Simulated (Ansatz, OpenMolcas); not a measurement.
Si2H6 (disilane): from total energies to a heat of formation

Si2H6 has 8 atoms, charge 0, and is taken as a singlet. As SMILES, `[SiH3][SiH3]`. Geometry: relaxed at PBE0-D4/def2-TZVP.

Total energies at B3LYP/6-31G* (Cartesian functions) (OpenMolcas 26.06); the atoms run unrestricted:

```
species    state  energy (Eh)
  Si2H6  singlet  -582.582669
     Si  triplet  -289.371735
      H  doublet    -0.500273
```

Harmonic wavenumbers at PBE0-D4/def2-TZVP, in cm⁻¹: 135, 362, 362, 433, 625, 625, 836, 910, 932, 932, 946, 946, 2213, 2220, 2222, 2222, 2232, 2232.

Measured heats of formation of the gaseous atoms at 298.15 K, in kJ/mol: Si 450.0, H 218.0. Spin-orbit lowering of the atoms at 298 K (mean of the ground term's levels less their thermal mean, from spectra), in kJ/mol: Si 0.44. Take 1 Eh = 2625.50 kJ/mol, 1 cm⁻¹ = 0.0119627 kJ/mol, RT = 2.479 kJ/mol.

**Question.** What heat of formation follows?

**Answer.** 
1. Electronic atomisation energy: 2 × (-289.371735) + 6 × (-0.500273) − (-582.582669) = 0.837561 Eh = 2199.0 kJ/mol.
2. Zero-point energy: half the sum of the wavenumbers, 10692.5 cm⁻¹ = 127.9 kJ/mol.
3. Thermal vibrational enthalpy, Σ hcν̃/(exp(hcν̃/kT) − 1): 5.9 kJ/mol. Translation, rotation and pV of a non-linear molecule: 4 RT = 9.9 kJ/mol.
4. The 8 free atoms carry 5/2 RT each: 49.6 kJ/mol.
5. Spin-orbit coupling lowers the free atoms by 2 × 0.44 = 0.9 kJ/mol.
6. Atomisation enthalpy at 298 K: 2199.0 − 0.9 − 127.9 − 5.9 − 9.9 + 49.6 = 2104.0 kJ/mol.
7. Sum of the atoms' heats of formation: 2208.0 kJ/mol. Heat of formation: 2208.0 − 2104.0 = +104.0 kJ/mol.

The tabulated value is +80.3 kJ/mol (CRC Handbook of Chemistry and Physics; in doubt: the best levels miss it by far, so the table may be at fault), so this level is off by +23.7 kJ/mol, or 1.1 % of the atomisation enthalpy that the table implies (2127.7 kJ/mol). Anharmonicity and any spin-orbit splitting of the molecule are left out.
